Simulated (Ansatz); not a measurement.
Atomisation energy: 6 cases among aluminium compounds, in kcal/mol, species as SMILES. Set-up: no spin-orbit coupling; 6-31G* and kin with 6d, 5d where marked; UHF or UKS for open shells; atomisation electronic, to ground-state atoms; valence correlation only; non-relativistic; 6-311+G** with 5d, 6d on Na to Ar in Ansatz (a program for electronic structure); dispersion terms only where a functional's name holds one. CBS(X,Y): correlation extrapolated as X^-3; Hartree-Fock from the larger set. The bracket is a focal-point correction in the basis named. First-principles rows: single points at B3LYP-D3(BJ) geometries (Ansatz).

Coupled cluster (Ansatz) is a level with limits of its own, used here on species with T1 under 0.025 (0.045 for open shells) and stable references: (a) RI-MP2/CBS(aug-cc-pV(T+d)Z,aug-cc-pV(Q+d)Z)+[CCSD(T)-MP2]/aug-cc-pV(T+d)Z; (b) CCSD(T)/CBS(aug-cc-pV(T+d)Z,aug-cc-pV(Q+d)Z); (c) CCSD(T)/CBS(cc-pV(T+d)Z,cc-pV(Q+d)Z).

| species | atoms | coupled cluster | difference of B3LYP/6-31G* (Ansatz) | difference of B3LYP/def2-SVP (Ansatz) | difference of PBE0/6-311+G** (Ansatz) | difference of PBE/def2-TZVPD (Ansatz) | difference of wB97X-V/def2-TZVPD (Ansatz) |
|---|---|---|---|---|---|---|---|
| [O]=[Al][F] | 3 | 264.9 (b) | -19.6 | -16.7 | -25.2 | 3.6 | -8.5 |
| [O]=[Al][Cl] | 3 | 227.2 (c) | -19.8 | -14.4 | -18.4 | 4.6 | -5.4 |
| [Cl][Al]([Cl])[Cl] | 4 | 313.8 (c) | -27.5 | -18.6 | -17.2 | -7.4 | -3.6 |
| [F][Al]([F])[F] | 4 | 430.9 (c) | -19.6 | -20.6 | -36.8 | -6.4 | -10.0 |
| [OH][Al]([F])[F] | 5 | 512.2 (a) | -27.7 | -22.8 | -36.5 | -5.8 | -10.3 |
| [AlH2][AlH2] (Al2H4) | 6 | 315.8 (c) | -8.0 | -5.6 | -13.5 | -13.7 | 2.6 |

| level | cases | mean signed difference | mean absolute difference | median absolute difference | largest absolute difference |
|---|---|---|---|---|---|
| B3LYP/6-31G* (Ansatz) | 6 | -20.37 | 20.37 | 19.70 | 27.7 |
| B3LYP/def2-SVP (Ansatz) | 6 | -16.45 | 16.45 | 17.65 | 22.8 |
| PBE0/6-311+G** (Ansatz) | 6 | -24.60 | 24.60 | 21.80 | 36.8 |
| PBE/def2-TZVPD (Ansatz) | 6 | -4.18 | 6.92 | 6.10 | 13.7 |
| wB97X-V/def2-TZVPD (Ansatz) | 6 | -5.87 | 6.73 | 6.95 | 10.3 |

B3LYP/6-31G* lies above in 0 of 6 cases and within 2 kcal/mol in 0; mean signed difference -20.37 kcal/mol, mean absolute 20.37 kcal/mol (21.62 over the 4 cases of up to 4 atoms, 17.85 over the larger). These figures hold for the species listed.

How the rows were picked: cases drawn at random among the computed members of the class with clean coupled-cluster diagnostics. The batch they came from held 6 cases of this property in the class: 0 with a tabulated value, 6 with clean coupled cluster alone, 0 with neither, which enter no statistics. The levels are drawn from those run on every case listed, the commonest habits more often. No case is left out for the size of its miss. Left out are saddle points of the reference geometry, anions that the best level run finds unbound, excited spin states, species near biochemistry, 298 K rows of species without real B3LYP wavenumbers, cases with under five habitual levels, runs that failed or that the program found above a lower state of the same kind, table entries that another table contradicts, and a share of species set aside by lot.
